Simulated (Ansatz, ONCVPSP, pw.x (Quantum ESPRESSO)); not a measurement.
# pw.x on bcc N: one setting changed

Potential: optimised norm-conserving Vanderbilt (ONCV), ONCVPSP 4.0.1.1 (patched build), PBEsol; core [He], reference 2s2 2p3; waves: 2s: rc 0.90 bohr, ncon 4, nbas 7, qcut 11.8 1/bohr, 2 projectors, debl 3.3 Ha; 2p: rc 2.10 bohr, ncon 4, nbas 9, qcut 8.1 1/bohr, 1 projector; d scattering state at 0.11 Ha: rc 1.55 bohr, ncon 4, nbas 8, qcut 7.4 1/bohr, 2 projectors, debl 1.2 Ha; local part: polynomial inside 0.60 bohr (lpopt 5, dvloc0 4 Ha); core correction: Teter function, fcfact 1.75, rcfact 1.15.

The reference run (k-mesh 18³, cutoffs 100/400 Ry, Fermi–Dirac 0.01 Ry, mixing_beta 0.4, conv_thr 1e-9, no spin) gives 0.88 GPa at 6.897 Å³/atom, where all-electron LAPW gives -0.77 GPa. This run, with its own iteration cap, changes smearing to mv.

```
&control
  calculation='scf', prefix='x', pseudo_dir='./', outdir='./tmp', tstress=.true., disk_io='none'
/
&system
  ibrav=0, nat=1, ntyp=1, ecutwfc=100, ecutrho=400, nbnd=9,
  occupations='smearing', smearing='mv', degauss=0.01
/
&electrons
  conv_thr=1e-09, mixing_beta=0.4, electron_maxstep=50
/
ATOMIC_SPECIES
N 1.0 N.UPF
CELL_PARAMETERS angstrom
  -1.19913132 1.19913132 1.19913132
  1.19913132 -1.19913132 1.19913132
  1.19913132 1.19913132 -1.19913132
ATOMIC_POSITIONS crystal
N 0.0000 0.0000 0.0000
K_POINTS automatic
18 18 18 0 0 0
```

```bash
pw.x < N.scf.in > N.scf.out
```

**Question.** How does the run end?

**Answer.** It converges in 5 iterations; the free energy moves by +16.1 meV/atom and the pressure by -0.83 GPa. This scheme is built to cancel the term in the square of the width that Fermi–Dirac smearing leaves in the F of a metal.

```
Message from routine setup:
     using ibrav=0 with symmetry is DISCOURAGED, use correct ibrav instead
     lattice parameter (alat)  =       3.9249  a.u.
     unit-cell volume          =      46.5433 (a.u.)^3
     number of electrons       =         5.00
     number of Kohn-Sham states=            9
     kinetic-energy cutoff     =     100.0000  Ry
     charge density cutoff     =     400.0000  Ry
     scf convergence threshold =      1.0E-09
     Exchange-correlation= PBESOL
     number of k points=   195  Marzari-Vanderbilt smearing, width (Ry)=  0.0100
     iteration #  1     ecut=   100.00 Ry     beta= 0.40
     total energy              =     -19.47732229 Ry
     estimated scf accuracy    <       0.00040365 Ry
     iteration #  2     ecut=   100.00 Ry     beta= 0.40
     total energy              =     -19.47736224 Ry
     estimated scf accuracy    <       0.00012664 Ry
     iteration #  3     ecut=   100.00 Ry     beta= 0.40
     total energy              =     -19.47737025 Ry
     estimated scf accuracy    <       0.00000379 Ry
     iteration #  4     ecut=   100.00 Ry     beta= 0.40
     total energy              =     -19.47737050 Ry
     estimated scf accuracy    <          2.9E-09 Ry
     iteration #  5     ecut=   100.00 Ry     beta= 0.40
     the Fermi energy is     9.8219 ev
!    total energy              =     -19.47737050 Ry
     estimated scf accuracy    <          2.7E-10 Ry
     smearing contrib. (-TS)   =      -0.00006830 Ry
     The total energy is F=E-TS. E is the sum of the following terms:
     one-electron contribution =       3.95639499 Ry
     hartree contribution      =       1.42692219 Ry
     xc contribution           =      -4.78567665 Ry
     ewald contribution        =     -20.07494274 Ry
     convergence has been achieved in   5 iterations
          total   stress  (Ry/bohr**3)                   (kbar)     P=        0.50
     Message from routine punch:
     Nothing written, as per user request (disk_io='none')
```

The run took about 6.2 s on one core of a shared host (Intel(R) Xeon(R) 6975P-C, 192 threads, 378 GiB, load 25).
